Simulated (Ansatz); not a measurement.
# Relaxing Bi

Method: Ansatz, DFT PBEsol, scalar-relativistic, plane waves, PAW.

The start is a database structure of Bi, space group P2/m (No. 10).

The final relaxation ran on this input, with the default PAW datasets:

```yaml
crystal:
  lattice:
    - [3.238376246, 0.0, 0.0]
    - [0.0, 3.22164332, 0.0]
    - [-0.0804548793, 0.0, 6.4438887882]
  atoms:
    - { symbol: Bi, position: [0.45575275, 0.0, 0.25042211] }
    - { symbol: Bi, position: [0.54424725, 0.0, 0.74957789] }
basis:
  ecutwfc: 420
kpoints:
  mp_grid: { grid: [18, 18, 10] }
hamiltonian:
  xc: pbesol
scf:
  occupations: { method: gaussian, width: 0.1 }
output:
  forces: true
  stress: true
  eigenvalues: true
relax:
  adjacent_minimum: "off"
  f_tol: 0.01
  max_steps: 80
  cell: { stress_tol: 0.05 }
```

It can be run as:

```bash
ansatz run input.yaml --threads 1 --pin off --backend cpu --events-out ev --progress --plain --runs-dir out  # memory cap (--max-ram) not shown
```

End of the output:

```
SCF converged after 5 iterations
Free energy (F): -24483.954002 eV
Harris-Foulkes:  -24483.954002 eV  (|F-HF|=1.09e-11)
Internal energy: -24483.949239 eV  (E = F + TS)
E sigma→0 (E₀):  -24483.951620 eV
Entropy (-TS):   -0.004763 eV (-2.382 meV/atom)
Fermi energy:    10.341670 eV
--- Per-component energies (eV) ---
  E_band       = -199.660700
  E_kinetic    = 605.627122
  E_local      = -3004.781488  (includes V_loc(G=0)·N_el)
  E_nonlocal   = 1123.246149
  E_hartree    = 969.578570
  E_xc         = -300.507352
  E_vxc        = -288.294986  (∫ρ·V_xc dr)
  E_paw        = -21019.153883  (= ΣΔE_a)
  E_vpaw       = -574.613667  (= ΣTr[D̂ρ^β])
  E_aug_tail   = -0.000928  (compensation charges beyond the density's cutoff)
  E_ewald      = -2858.136933
  E_core_change = 0.179504  (= ΣΔE_core)
  E_smearing   = -0.004763  (= −TS)
  E_closure    = 0.000000  (closes the sum)
  Σ components = -24483.954002   (vs F -24483.954002, Δ=0.00e0)
--- Forces (eV/Å), atoms counted from 1 ---
  atom   1  Bi    -0.00056660     0.00000000     0.00007328
  atom   2  Bi     0.00056660     0.00000000    -0.00007328
  max |Σ_I F_I| component: 1.08e-19 eV/Å
--- Stress (GPa, compression-positive) ---
        0.001424       0.000000       0.008303
        0.000000       0.001380       0.000000
        0.008303       0.000000      -0.001318
  P = ⅓ Tr σ = 0.0005 GPa (0.005 kbar)
--- Relaxed structure (5 steps of the walk, 5 accepted, 1 SCFs on fresh bases) ---
  F+E_penalty+E_count = -24483.95400198 eV   max|allowed force component| = 5.666e-4 eV/Å   (the final SCF, on the basis selected at the relaxed cell)
  cell:  # Å, volume = 66.6759 Å³
    - [3.224763, 0.000000, 0.018059]
    - [0.000000, 3.220271, 0.000000]
    - [-0.044181, 0.000000, 6.420400]
  atoms:
    - { symbol: Bi, position: [0.445669, 0.000000, 0.250001] }
    - { symbol: Bi, position: [0.554331, 0.000000, 0.749999] }
```

Total energies depend on the potentials used, so only differences within one code and one set of settings carry meaning.

The result has space group Pmma (No. 51). Bi is coordinated by 6 Bi at 3.22–3.23 Å.

It lies 0.02 eV/atom above the element's standard state at the same level.

For metals, differences of a few meV/atom aren't resolved. Spin–orbit coupling is left out.

A structure relaxed within its symmetry needn't be a true minimum.